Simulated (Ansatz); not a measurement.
# C6H12: basis-set convergence

Aim: see how fast density functionals converge with the basis set for C6H12.

Method: one geometry, several basis sets; program: Ansatz 0.2.0, Gaussian basis.

Plan: PBE0-D4/def2-SVP; ωB97M-V/def2-SVP; PBE0-D4/def2-QZVPP; ωB97M-V/def2-QZVPP; the functionals' def2-TZVPP values are taken from earlier runs.

### Step 1. Structure used throughout

An earlier PBE0-D4 in a triple-zeta def2 set relaxation fixed the geometry.

18 atoms, charge 0, spin multiplicity 1.

Atoms are counted from 1 here; the program's logs count them from 0.

Bond lengths: C1–C2 1.329 Å, C1–H7 1.085 Å, C1–H8 1.085 Å, C2–C3 1.497 Å, C2–C4 1.500 Å, C3–H9 1.091 Å, C3–H10 1.095 Å, C3–H11 1.094 Å, C4–C5 1.527 Å, C4–H12 1.094 Å, C4–H13 1.099 Å, C5–C6 1.518 Å, C5–H14 1.095 Å, C5–H15 1.095 Å, C6–H16 1.092 Å, C6–H17 1.094 Å, C6–H18 1.094 Å. Angles: C2–C1–H7 121.6°, C2–C1–H8 121.4°, H7–C1–H8 117.1°, C1–C2–C3 121.8°, C1–C2–C4 121.5°, C3–C2–C4 116.7°, C2–C3–H9 111.5°, C2–C3–H10 110.7°, C2–C3–H11 111.3°, H9–C3–H10 108.4°, H9–C3–H11 108.0°, H10–C3–H11 106.6°, C2–C4–C5 114.1°, C2–C4–H12 109.3°, C2–C4–H13 109.1°, C5–C4–H12 109.1°, C5–C4–H13 108.5°, H12–C4–H13 106.6° and more.

### Step 2. PBE0-D4 in def2-SVP

Contents of in.yaml:

```yaml
crystal:
  periodic: [false, false, false]
  atoms:
    - {symbol: C, position_ang: [-2.124625, 0.538142, 0.996361]}
    - {symbol: C, position_ang: [-1.015894, -0.164248, 0.784446]}
    - {symbol: C, position_ang: [-0.376988, -0.974738, 1.868547]}
    - {symbol: C, position_ang: [-0.343677, -0.183665, -0.556914]}
    - {symbol: C, position_ang: [1.049531, 0.441354, -0.565893]}
    - {symbol: C, position_ang: [1.670942, 0.442285, -1.951394]}
    - {symbol: H, position_ang: [-2.610613, 0.553362, 1.966003]}
    - {symbol: H, position_ang: [-2.584857, 1.119454, 0.204507]}
    - {symbol: H, position_ang: [-0.965586, -0.949157, 2.786290]}
    - {symbol: H, position_ang: [-0.265663, -2.019088, 1.557576]}
    - {symbol: H, position_ang: [0.627805, -0.608347, 2.100002]}
    - {symbol: H, position_ang: [-0.973866, 0.337773, -1.284090]}
    - {symbol: H, position_ang: [-0.260912, -1.223261, -0.902354]}
    - {symbol: H, position_ang: [1.703286, -0.099348, 0.125738]}
    - {symbol: H, position_ang: [0.980241, 1.466478, -0.186461]}
    - {symbol: H, position_ang: [2.665430, 0.894120, -1.944274]}
    - {symbol: H, position_ang: [1.054982, 1.004535, -2.658920]}
    - {symbol: H, position_ang: [1.770483, -0.575642, -2.339182]}
basis:
  gaussian: {orbitals: def2-SVP}
hamiltonian: {xc: pbe0, dispersion: d4}
output: {orbitals: {seedname: orbitals}}
```

Launch:

```console
> ansatz run in.yaml --threads 2 --pin off --events-out ev --progress --plain --max-ram 31744MiB --backend cpu
```

Further steps of the session: ωB97M-V in def2-SVP; PBE0-D4 in def2-QZVPP; ωB97M-V in def2-QZVPP.

Q: Predict the results of all the runs planned. Wanted: PBE0-D4: double and triple zeta above quadruple; ωB97M-V: double and triple zeta above quadruple.

**Answer**, as computed:

| quantity | value |
| --- | --- |
| PBE0-D4: double and triple zeta above quadruple | 7.27, 0.36 eV |
| ωB97M-V: double and triple zeta above quadruple | 7.72, 0.36 eV |

PBE0-D4 gains 6.91 eV from double to triple zeta, then 0.36 eV more. These are total energies; as a rule much of such shifts cancels in differences, which this series doesn't test. The LUMO of ωB97M-V is positive and keeps falling with the basis (2.92 to 1.84 eV): an unbound level that the basis holds in place.
